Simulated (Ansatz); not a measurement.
# BClH2N radical: one species, many methods

Aim: compute BClH2N radical with functionals from several rungs and with coupled cluster. The yardstick is the atomisation energy at the CCSD(T) limit.

Method: functionals in def2-TZVPP, the program's frozen cores in correlated methods; program: Ansatz 0.2.0, Gaussian basis.

The runs, in order: LDA (SPW92), PBE-D4, revPBE-D4, BLYP-D4, r2SCAN-D4, B97M-V, PBE0-D4, B3LYP-D4, r2SCANh-D4, r2SCAN0-D4, HSE06-D4, BHLYP-D4, CAM-B3LYP-D4, LC-ωPBE, ωB97X-V, ωB97M-V, B2PLYP, PBE-QIDH; CCSD(T)/def2-SVP; CCSD(T)/def2-TZVPP; MP2/def2-QZVPP; extrapolation to the limit; RPA on PBE.

### 1 The geometry

An earlier PBE0-D4 in a triple-zeta def2 set relaxation fixed the geometry.

5 atoms, charge 0, spin multiplicity 2.

Atoms are counted from 1 here; the program's logs count them from 0.

Bond lengths: N1–B2 1.376 Å, N1–H4 1.005 Å, N1–H5 1.010 Å, B2–Cl3 1.746 Å. Angles: B2–N1–H4 122.3°, B2–N1–H5 123.4°, H4–N1–H5 114.3°, N1–B2–Cl3 124.3°.

### 2 LDA

This LDA is Slater exchange with PW92 correlation.

Contents of in.yaml:

```yaml
crystal:
  periodic: [false, false, false]
  atoms:
    - {symbol: N, position_ang: [-0.334040, 0.412115, -0.256741]}
    - {symbol: B, position_ang: [-0.098371, -0.544615, 0.704392]}
    - {symbol: Cl, position_ang: [1.343227, -1.526180, 0.784621]}
    - {symbol: H, position_ang: [-1.176690, 0.959925, -0.273105]}
    - {symbol: H, position_ang: [0.315774, 0.625056, -1.000568]}
basis:
  gaussian: {orbitals: def2-TZVPP}
magnetization: {spin_polarized: true, initial_magnetization: 1}
hamiltonian: {xc: lda}
output: {orbitals: {seedname: orbitals}}
```

After this run come: PBE-D4 (GGA); revPBE-D4 (GGA); BLYP-D4 (GGA); r2SCAN-D4 (meta-GGA); B97M-V (meta-GGA); PBE0-D4 (hybrid); B3LYP-D4 (hybrid); r2SCANh-D4 (hybrid); r2SCAN0-D4 (hybrid); HSE06-D4 (hybrid); BHLYP-D4 (hybrid); CAM-B3LYP-D4 (range-separated); LC-ωPBE-D4 (range-separated); ωB97X-V (range-separated); ωB97M-V (range-separated); B2PLYP (double hybrid); PBE-QIDH (double hybrid); CCSD(T) in def2-SVP; CCSD(T) in def2-TZVPP; MP2 in def2-QZVPP; RPA on PBE orbitals.

Before running them: what should the planned runs give, taken together? Wanted: atomisation energy, CCSD(T)/CBS; farthest beyond LDA; mean size of error, GGA; mean size of error, meta-GGA; mean size of error, hybrid; mean size of error, range-separated; mean size of error, double hybrid; gap, smallest and largest; T1 diagnostic.

**Answer**, as computed:

| quantity | value |
| --- | --- |
| atomisation energy, CCSD(T)/CBS | 17.447 eV |
| functionals within 0.087 eV (0.5 %) | r2SCAN0-D4, B2PLYP |
| farthest beyond LDA | PBE-D4 (+0.876 eV) |
| mean size of error, GGA | 0.521 eV |
| mean size of error, meta-GGA | 0.382 eV |
| mean size of error, hybrid | 0.315 eV |
| mean size of error, range-separated | 0.255 eV |
| mean size of error, double hybrid | 0.085 eV |
| gap, smallest and largest | 1.71 eV (LDA (SPW92)), 9.65 eV (LC-ωPBE) |
| T1 diagnostic | 0.0136 |
| triples share of the correlation energy | 4.0 % |

**Reading.** LDA overbinds by 3.093 eV (18 %). PBE-D4 is off by +0.876 eV. Double hybrids carry the basis error of their MP2 part in triple zeta, and no dispersion term here, so their miss is partly the set-up's. Taken by rung, double hybrid functionals do best (0.085 eV on average) and GGA ones worst beyond LDA (0.521 eV). The reference freezes the cores and leaves out relativity and excitations past (T), so misses under about 0.087 eV can't be ranked. Hartree-Fock recovers 72 % of the binding; the rest is correlation. CCSD(T) in def2-SVP is off by -1.029 eV, more than most functionals: a good method in a small basis is no reference. Orbital gaps span 1.7 to 9.7 eV; exact exchange widens them.
